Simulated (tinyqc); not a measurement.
UKS/PBE0 in the sto-3g basis, for H2O+, spin multiplicity 2, step by step (part 2 of 3). Computed by tinyqc, a small Python program that keeps every step (integrals from PySCF). Command: `OMP_NUM_THREADS=1 python tinyqc.py 22634 22635 out.jsonl` (the two numbers bound the seeds that draw the settings). One thread of a shared host (Intel(R) Xeon(R) Processor @ 2.60GHz), about 5 s of CPU time with the checks.

Geometry (angstrom):
```
atom         x          y         z
O     0.000000   0.000000  0.000000
H     0.000000   1.130000  0.791000
H     0.000000  -1.176000  0.824000
```

## Iteration 1: diagonalisation and new density

F(alpha) (hartree):
```
             1O 1s      1O 2s     1O 2px     1O 2py     1O 2pz      2H 1s      3H 1s
1O 1s   -18.929481  -4.880738   0.000000  -0.001249  -0.013619  -0.420096  -0.370232
1O 2s    -4.880738  -2.217438   0.000000  -0.005882  -0.105553  -0.460827  -0.415297
1O 2px    0.000000   0.000000  -0.410978   0.000000   0.000000   0.000000   0.000000
1O 2py   -0.001249  -0.005882   0.000000  -0.368400  -0.001627  -0.237100   0.217622
1O 2pz   -0.013619  -0.105553   0.000000  -0.001627  -0.342530  -0.182100  -0.167645
2H 1s    -0.420096  -0.460827   0.000000  -0.237100  -0.182100  -0.573683  -0.097841
3H 1s    -0.370232  -0.415297   0.000000   0.217622  -0.167645  -0.097841  -0.567792
```

F(beta) (hartree):
```
             1O 1s      1O 2s     1O 2px     1O 2py     1O 2pz      2H 1s      3H 1s
1O 1s   -18.912259  -4.862640   0.000000  -0.001236  -0.013538  -0.418386  -0.368717
1O 2s    -4.862640  -2.123184   0.000000  -0.005769  -0.104845  -0.448709  -0.404491
1O 2px    0.000000   0.000000  -0.082976   0.000000   0.000000   0.000000   0.000000
1O 2py   -0.001236  -0.005769   0.000000  -0.336614  -0.001619  -0.234573   0.215371
1O 2pz   -0.013538  -0.104845   0.000000  -0.001619  -0.310822  -0.180283  -0.166012
2H 1s    -0.418386  -0.448709   0.000000  -0.234573  -0.180283  -0.571294  -0.096314
3H 1s    -0.368717  -0.404491   0.000000   0.215371  -0.166012  -0.096314  -0.565859
```

X:
```
            1O 1s      1O 2s    1O 2px     1O 2py     1O 2pz      2H 1s      3H 1s
1O 1s    1.022665  -0.128208  0.000000  -0.000398  -0.002979   0.013222   0.011968
1O 2s   -0.128208   1.067635  0.000000   0.003617   0.024782  -0.132006  -0.117263
1O 2px   0.000000   0.000000  1.000000   0.000000   0.000000   0.000000   0.000000
1O 2py  -0.000398   0.003617  0.000000   1.029304   0.001810  -0.108012   0.098511
1O 2pz  -0.002979   0.024782  0.000000   0.001810   1.013434  -0.071352  -0.064396
2H 1s    0.013222  -0.132006  0.000000  -0.108012  -0.071352   1.048962  -0.023920
3H 1s    0.011968  -0.117263  0.000000   0.098511  -0.064396  -0.023920   1.040286
```

Diagonalise F' = X^T F X, C = X C', fill 5 alpha and 4 beta electrons from the bottom; D(s) = C_occ C_occ^T. Each column has its largest component positive (the first on a tie).

F' = X^T F X (alpha) (hartree):
```
            1          2          3          4          5          6          7
1  -18.571625  -2.544995   0.000000  -0.002450  -0.016450  -0.013905  -0.008347
2   -2.544995  -1.318398   0.000000   0.000237  -0.063259  -0.180218  -0.159882
3    0.000000   0.000000  -0.410978   0.000000   0.000000   0.000000   0.000000
4   -0.002450   0.000237   0.000000  -0.303576   0.002224  -0.170994   0.156356
5   -0.016450  -0.063259   0.000000   0.002224  -0.313144  -0.117451  -0.106024
6   -0.013905  -0.180218   0.000000  -0.170994  -0.117451  -0.464639  -0.024687
7   -0.008347  -0.159882   0.000000   0.156356  -0.106024  -0.024687  -0.478460
```

orbital energies (alpha) (hartree): MO1 -18.939376, MO2 -1.069966, MO3 -0.617351, MO4 -0.475785, MO5 -0.410978, MO6 -0.216799, MO7 -0.130566

coefficients C (alpha):
```
              MO1        MO2        MO3        MO4       MO5        MO6        MO7
1O 1s    0.993864  -0.239494  -0.004043  -0.125221  0.000000  -0.040697  -0.011486
1O 2s    0.025320   0.895551   0.018848   0.573083  0.000000   0.229187   0.064234
1O 2px   0.000000   0.000000   0.000000   0.000000  1.000000   0.000000   0.000000
1O 2py   0.000198   0.008816  -0.492869  -0.023466  0.000000  -0.143232   0.903765
1O 2pz   0.001734   0.142466  -0.000706  -0.469989  0.000000   0.882280   0.131549
2H 1s   -0.003685   0.183296  -0.531379  -0.532633  0.000000  -0.390481  -0.618954
3H 1s   -0.003286   0.165371   0.562371  -0.543506  0.000000  -0.531658   0.434549
```

F' = X^T F X (beta) (hartree):
```
            1          2          3          4          5          6          7
1  -18.556801  -2.539853   0.000000  -0.002445  -0.016418  -0.014338  -0.008742
2   -2.539853  -1.221502   0.000000   0.000500  -0.061409  -0.180077  -0.159837
3    0.000000   0.000000  -0.082976   0.000000   0.000000   0.000000   0.000000
4   -0.002445   0.000500   0.000000  -0.270904   0.002284  -0.171786   0.157102
5   -0.016418  -0.061409   0.000000   0.002284  -0.281005  -0.117994  -0.106538
6   -0.014338  -0.180077   0.000000  -0.171786  -0.117994  -0.464047  -0.024481
7   -0.008742  -0.159837   0.000000   0.157102  -0.106538  -0.024481  -0.477964
```

orbital energies (beta) (hartree): MO1 -18.921435, MO2 -0.995209, MO3 -0.607134, MO4 -0.448642, MO5 -0.192005, MO6 -0.107798, MO7 -0.082976

coefficients C (beta):
```
              MO1        MO2        MO3        MO4        MO5        MO6       MO7
1O 1s    0.994114  -0.229988  -0.003633  -0.140236  -0.040363  -0.011903  0.000000
1O 2s    0.024331   0.855223   0.016728   0.633169   0.224975   0.065491  0.000000
1O 2px   0.000000   0.000000   0.000000   0.000000   0.000000   0.000000  1.000000
1O 2py   0.000192   0.009939  -0.464631  -0.027955  -0.145664   0.918082  0.000000
1O 2pz   0.001689   0.153766   0.001263  -0.432267   0.899128   0.134081  0.000000
2H 1s   -0.003546   0.225612  -0.542777  -0.538540  -0.373035  -0.600460  0.000000
3H 1s   -0.003162   0.203819   0.582730  -0.543362  -0.507776   0.419888  0.000000
```

D(alpha) after iteration 1:
```
            1O 1s      1O 2s    1O 2px     1O 2py     1O 2pz      2H 1s      3H 1s
1O 1s    1.060819  -0.261152  0.000000   0.003016   0.026459   0.021285   0.022914
1O 2s   -0.261152   1.131432  0.000000  -0.014838  -0.141727  -0.151201  -0.152860
1O 2px   0.000000   0.000000  1.000000   0.000000   0.000000   0.000000   0.000000
1O 2py   0.003016  -0.014838  0.000000   0.243549   0.012633   0.276014  -0.262964
1O 2pz   0.026459  -0.141727  0.000000   0.012633   0.241189   0.276814   0.278599
2H 1s    0.021285  -0.151201  0.000000   0.276014   0.276814   0.599672   0.020981
3H 1s    0.022914  -0.152860  0.000000  -0.262964   0.278599   0.020981   0.639018
```

D(beta) after iteration 1:
```
            1O 1s      1O 2s    1O 2px     1O 2py     1O 2pz      2H 1s      3H 1s
1O 1s    1.060837  -0.261357  0.000000   0.003513   0.026929   0.022081   0.024062
1O 2s   -0.261357   1.133182  0.000000  -0.016968  -0.142131  -0.157204  -0.160059
1O 2px   0.000000   0.000000  0.000000   0.000000   0.000000   0.000000   0.000000
1O 2py   0.003513  -0.016968  0.000000   0.216763   0.013026   0.269488  -0.253540
1O 2pz   0.026929  -0.142131  0.000000   0.013026   0.210503   0.266793   0.266949
2H 1s    0.022081  -0.157204  0.000000   0.269488   0.266793   0.635545   0.022325
3H 1s    0.024062  -0.160059  0.000000  -0.253540   0.266949   0.022325   0.676369
```

## Iteration 2: exchange-correlation on the grid

Becke grid with 40 radial and 50 angular points per atom, points of zero weight dropped. rho = sum D_ij phi_i phi_j; V_xc,ij = sum w v_xc phi_i phi_j plus the gradient terms; v_xc is d(rho eps)/d rho(s) for spin s at fixed gradient. Exact exchange is left to K.

The 16 grid points with the largest w rho, of 5988 (bohr, atomic units):
```
x                  y          z         w  rho(alpha)  rho(beta)     eps_xc  v_xc(alpha)
-0.798597   0.000000  -0.798597  0.059858    0.159050   0.082182  -0.416302    -0.538967
0.798597    0.000000  -0.798597  0.059858    0.159050   0.082182  -0.416302    -0.538967
-0.687587   0.000000  -0.687587  0.039903    0.236003   0.124306  -0.465895    -0.623077
0.687587    0.000000  -0.687587  0.039903    0.236003   0.124306  -0.465895    -0.623077
1.021569   -0.340523  -0.340523  0.053483    0.188360   0.065382  -0.430151    -0.565382
-1.021569  -0.340523  -0.340523  0.053483    0.188360   0.065382  -0.430151    -0.565382
0.798597   -0.798597   0.000000  0.059422    0.152142   0.075387  -0.409089    -0.532096
-0.798597  -0.798597   0.000000  0.059422    0.152142   0.075387  -0.409089    -0.532096
0.879565   -0.293188  -0.293188  0.035656    0.278147   0.099467  -0.481120    -0.652536
-0.879565  -0.293188  -0.293188  0.035656    0.278147   0.099467  -0.481120    -0.652536
1.021569    0.340523  -0.340523  0.053480    0.186443   0.063245  -0.428598    -0.562986
-1.021569   0.340523  -0.340523  0.053480    0.186443   0.063245  -0.428598    -0.562986
0.687587   -0.687587   0.000000  0.039798    0.223187   0.111742  -0.456541    -0.611526
-0.687587  -0.687587   0.000000  0.039798    0.223187   0.111742  -0.456541    -0.611526
0.879565    0.293188  -0.293188  0.035656    0.275270   0.096259  -0.479295    -0.649866
-0.879565   0.293188  -0.293188  0.035656    0.275270   0.096259  -0.479295    -0.649866
```

electrons on the grid, sum of w rho = 9.000787

E_xc = sum of w rho eps_xc = -6.20904281 hartree

V_xc(alpha) (hartree):
```
            1O 1s      1O 2s     1O 2px     1O 2py     1O 2pz      2H 1s      3H 1s
1O 1s   -2.315583  -0.308371   0.000000   0.000160   0.001467  -0.026671  -0.023520
1O 2s   -0.308371  -0.564431   0.000000   0.000676   0.003994  -0.106283  -0.095065
1O 2px   0.000000   0.000000  -0.590928   0.000000   0.000000   0.000000   0.000000
1O 2py   0.000160   0.000676   0.000000  -0.546685  -0.001803  -0.077511   0.070005
1O 2pz   0.001467   0.003994   0.000000  -0.001803  -0.540682  -0.054625  -0.049229
2H 1s   -0.026671  -0.106283   0.000000  -0.077511  -0.054625  -0.365922  -0.022226
3H 1s   -0.023520  -0.095065   0.000000   0.070005  -0.049229  -0.022226  -0.367817
```

V_xc(beta) (hartree):
```
            1O 1s      1O 2s     1O 2px     1O 2py     1O 2pz      2H 1s      3H 1s
1O 1s   -2.304036  -0.300126   0.000000   0.000191   0.001563  -0.026016  -0.022942
1O 2s   -0.300126  -0.509894   0.000000   0.001051   0.005827  -0.099729  -0.089226
1O 2px   0.000000   0.000000  -0.478569   0.000000   0.000000   0.000000   0.000000
1O 2py   0.000191   0.001051   0.000000  -0.521610  -0.002079  -0.075845   0.068542
1O 2pz   0.001563   0.005827   0.000000  -0.002079  -0.514393  -0.053283  -0.047979
2H 1s   -0.026016  -0.099729   0.000000  -0.075845  -0.053283  -0.368114  -0.021499
3H 1s   -0.022942  -0.089226   0.000000   0.068542  -0.047979  -0.021499  -0.370291
```

## Iteration 2: building the Kohn-Sham matrix

core Hamiltonian H = T + V (hartree):
```
             1O 1s      1O 2s     1O 2px     1O 2py     1O 2pz      2H 1s      3H 1s
1O 1s   -32.367421  -7.529131   0.000000  -0.000475  -0.008245  -0.645033  -0.568508
1O 2s    -7.529131  -8.995563   0.000000  -0.005834  -0.103598  -1.716238  -1.541997
1O 2px    0.000000   0.000000  -7.171267   0.000000   0.000000   0.000000   0.000000
1O 2py   -0.000475  -0.005834   0.000000  -7.233705  -0.002483  -1.119715   1.017312
1O 2pz   -0.008245  -0.103598   0.000000  -0.002483  -7.201889  -0.801075  -0.729339
2H 1s    -0.645033  -1.716238   0.000000  -1.119715  -0.801075  -3.744508  -0.368883
3H 1s    -0.568508  -1.541997   0.000000   1.017312  -0.729339  -0.368883  -3.628510
```

nuclear repulsion = 6.24678040 hartree

Given earlier and not repeated: Two-electron integrals (ij|kl) in chemists' order.

J_ij = sum D_kl (ij|kl) with D = D(alpha) + D(beta), K_ij = sum D_kl (ik|jl) for each spin; F = H + J - 0.25 K(s) + V_xc; E = tr D H + tr D J / 2 - 0.125 sum_s tr D(s) K(s) + E_xc + E_nn.

Coulomb J (hartree):
```
            1O 1s      1O 2s    1O 2px     1O 2py    1O 2pz     2H 1s      3H 1s
1O 1s   15.212076   2.777805  0.000000  -0.001093  0.001112  0.237091   0.209026
1O 2s    2.777805   6.664876  0.000000  -0.004735  0.089802  1.309014   1.178866
1O 2px   0.000000   0.000000  6.647964   0.000000  0.000000  0.000000   0.000000
1O 2py  -0.001093  -0.004735  0.000000   6.681845  0.004093  0.941058  -0.858788
1O 2pz   0.001112   0.089802  0.000000   0.004093  6.641675  0.677068   0.617009
2H 1s    0.237091   1.309014  0.000000   0.941058  0.677068  3.717705   0.296819
3H 1s    0.209026   1.178866  0.000000  -0.858788  0.617009  0.296819   3.669225
```

exchange K(alpha) (hartree):
```
           1O 1s      1O 2s    1O 2px     1O 2py     1O 2pz     2H 1s      3H 1s
1O 1s   4.880529   0.801820  0.000000   0.000221   0.002577  0.072857   0.064410
1O 2s   0.801820   1.201399  0.000000  -0.004746  -0.025629  0.266803   0.240836
1O 2px  0.000000   0.000000  1.112779   0.000000   0.000000  0.000000   0.000000
1O 2py  0.000221  -0.004746  0.000000   0.626168   0.017438  0.232986  -0.215983
1O 2pz  0.002577  -0.025629  0.000000   0.017438   0.577681  0.191438   0.180454
2H 1s   0.072857   0.266803  0.000000   0.232986   0.191438  0.602685   0.056921
3H 1s   0.064410   0.240836  0.000000  -0.215983   0.180454  0.056921   0.612271
```

exchange K(beta) (hartree):
```
           1O 1s      1O 2s    1O 2px     1O 2py     1O 2pz     2H 1s      3H 1s
1O 1s   4.854649   0.761751  0.000000   0.000210   0.002459  0.068399   0.060435
1O 2s   0.761751   1.009550  0.000000  -0.006100  -0.029423  0.240183   0.216752
1O 2px  0.000000   0.000000  0.229679   0.000000   0.000000  0.000000   0.000000
1O 2py  0.000210  -0.006100  0.000000   0.551545   0.018098  0.226184  -0.209113
1O 2pz  0.002459  -0.029423  0.000000   0.018098   0.499298  0.184105   0.172964
2H 1s   0.068399   0.240183  0.000000   0.226184   0.184105  0.618642   0.054407
3H 1s   0.060435   0.216752  0.000000  -0.209113   0.172964  0.054407   0.630205
```

F(alpha) (hartree):
```
             1O 1s      1O 2s     1O 2px     1O 2py     1O 2pz      2H 1s      3H 1s
1O 1s   -20.691060  -5.260152   0.000000  -0.001463  -0.006311  -0.452827  -0.399105
1O 2s    -5.260152  -3.195468   0.000000  -0.008705  -0.003395  -0.580207  -0.518405
1O 2px    0.000000   0.000000  -1.392425   0.000000   0.000000   0.000000   0.000000
1O 2py   -0.001463  -0.008705   0.000000  -1.255086  -0.004552  -0.314414   0.282525
1O 2pz   -0.006311  -0.003395   0.000000  -0.004552  -1.245317  -0.226491  -0.206672
2H 1s    -0.452827  -0.580207   0.000000  -0.314414  -0.226491  -0.543396  -0.108520
3H 1s    -0.399105  -0.518405   0.000000   0.282525  -0.206672  -0.108520  -0.480170
```

F(beta) (hartree):
```
             1O 1s      1O 2s     1O 2px     1O 2py     1O 2pz      2H 1s      3H 1s
1O 1s   -20.673043  -5.241889   0.000000  -0.001430  -0.006186  -0.451058  -0.397534
1O 2s    -5.241889  -3.092968   0.000000  -0.007992  -0.000613  -0.566999  -0.506545
1O 2px    0.000000   0.000000  -1.059291   0.000000   0.000000   0.000000   0.000000
1O 2py   -0.001430  -0.007992   0.000000  -1.211355  -0.004993  -0.311049   0.279344
1O 2pz   -0.006186  -0.000613   0.000000  -0.004993  -1.199432  -0.223316  -0.203550
2H 1s    -0.451058  -0.566999   0.000000  -0.311049  -0.223316  -0.549577  -0.107165
3H 1s    -0.397534  -0.506545   0.000000   0.279344  -0.203550  -0.107165  -0.487127
```

total energy of this density = -74.06572576 hartree

## Iteration 2: diagonalisation and new density

As before.

F' = X^T F X (alpha) (hartree):
```
            1          2          3          4          5          6          7
1  -20.331369  -2.599835   0.000000  -0.002046  -0.019600  -0.019990  -0.013393
2   -2.599835  -2.294089   0.000000  -0.004457   0.027360  -0.192389  -0.172913
3    0.000000   0.000000  -1.392425   0.000000   0.000000   0.000000   0.000000
4   -0.002046  -0.004457   0.000000  -1.211229  -0.001740  -0.163683   0.149751
5   -0.019600   0.027360   0.000000  -0.001740  -1.223171  -0.115680  -0.106562
6   -0.019990  -0.192389   0.000000  -0.163683  -0.115680  -0.404023  -0.029006
7   -0.013393  -0.172913   0.000000   0.149751  -0.106562  -0.029006  -0.363893
```

orbital energies (alpha) (hartree): MO1 -20.698813, MO2 -1.968091, MO3 -1.392425, MO4 -1.267268, MO5 -1.250198, MO6 -0.346738, MO7 -0.296664

coefficients C (alpha):
```
              MO1        MO2       MO3        MO4        MO5        MO6        MO7
1O 1s    0.994714  -0.264115  0.000000   0.005396   0.003502   0.056230   0.013844
1O 2s    0.021925   1.032688  0.000000  -0.027079  -0.023970  -0.336703  -0.080522
1O 2px   0.000000   0.000000  1.000000   0.000000   0.000000   0.000000   0.000000
1O 2py   0.000191   0.011941  0.000000   0.904824  -0.336200  -0.129965   0.363434
1O 2pz   0.001068   0.003481  0.000000   0.335387   0.920213  -0.270571  -0.066435
2H 1s   -0.003072  -0.007085  0.000000   0.102782   0.034844   0.924311  -0.518713
3H 1s   -0.002728  -0.008507  0.000000  -0.047406   0.081409   0.481728   0.932467
```

F' = X^T F X (beta) (hartree):
```
            1          2          3          4          5          6          7
1  -20.315626  -2.595678   0.000000  -0.002105  -0.019796  -0.020479  -0.013862
2   -2.595678  -2.188564   0.000000  -0.003506   0.031346  -0.191202  -0.171698
3    0.000000   0.000000  -1.059291   0.000000   0.000000   0.000000   0.000000
4   -0.002105  -0.003506   0.000000  -1.166457  -0.002087  -0.163927   0.149721
5   -0.019796   0.031346   0.000000  -0.002087  -1.176845  -0.115401  -0.106131
6   -0.020479  -0.191202   0.000000  -0.163927  -0.115401  -0.413139  -0.028724
7   -0.013862  -0.171698   0.000000   0.149721  -0.106131  -0.028724  -0.373344
```

orbital energies (beta) (hartree): MO1 -20.680177, MO2 -1.868000, MO3 -1.225890, MO4 -1.205619, MO5 -1.059291, MO6 -0.351129, MO7 -0.303159

coefficients C (beta):
```
              MO1        MO2        MO3        MO4       MO5        MO6        MO7
1O 1s    0.994949  -0.262626   0.005535   0.003730  0.000000   0.058838   0.014301
1O 2s    0.020985   1.028934  -0.028061  -0.026194  0.000000  -0.347435  -0.082190
1O 2px   0.000000   0.000000   0.000000   0.000000  1.000000   0.000000   0.000000
1O 2py   0.000184   0.011705   0.907023  -0.314040  0.000000  -0.133791   0.376173
1O 2pz   0.001027  -0.001402   0.312790   0.924806  0.000000  -0.281284  -0.068442
2H 1s   -0.002943   0.001500   0.115241   0.041737  0.000000   0.921978  -0.519784
3H 1s   -0.002614  -0.001445  -0.056025   0.090714  0.000000   0.483529   0.930234
```

D(alpha) after iteration 2:
```
            1O 1s      1O 2s    1O 2px     1O 2py     1O 2pz      2H 1s      3H 1s
1O 1s    1.059254  -0.251170  0.000000   0.000741   0.005176  -0.000508  -0.000437
1O 2s   -0.251170   1.068233  0.000000  -0.004107  -0.027521  -0.011002  -0.009513
1O 2px   0.000000   0.000000  1.000000   0.000000   0.000000   0.000000   0.000000
1O 2py   0.000741  -0.004107  0.000000   0.931880  -0.005868   0.081200  -0.070366
1O 2pz   0.005176  -0.027521  0.000000  -0.005868   0.959290   0.066508   0.058982
2H 1s   -0.000508  -0.011002  0.000000   0.081200   0.066508   0.011838  -0.001967
3H 1s   -0.000437  -0.009513  0.000000  -0.070366   0.058982  -0.001967   0.008955
```

D(beta) after iteration 2:
```
            1O 1s      1O 2s    1O 2px     1O 2py     1O 2pz      2H 1s      3H 1s
1O 1s    1.058941  -0.249599  0.000000   0.000957   0.006571  -0.002529  -0.002193
1O 2s   -0.249599   1.060618  0.000000  -0.005179  -0.034423  -0.002845  -0.002345
1O 2px   0.000000   0.000000  0.000000   0.000000   0.000000   0.000000   0.000000
1O 2py   0.000957  -0.005179  0.000000   0.921448  -0.006735   0.091436  -0.079321
1O 2pz   0.006571  -0.034423  0.000000  -0.006735   0.953107   0.074640   0.066368
2H 1s   -0.002529  -0.002845  0.000000   0.091436   0.074640   0.015033  -0.002665
3H 1s   -0.002193  -0.002345  0.000000  -0.079321   0.066368  -0.002665   0.011377
```
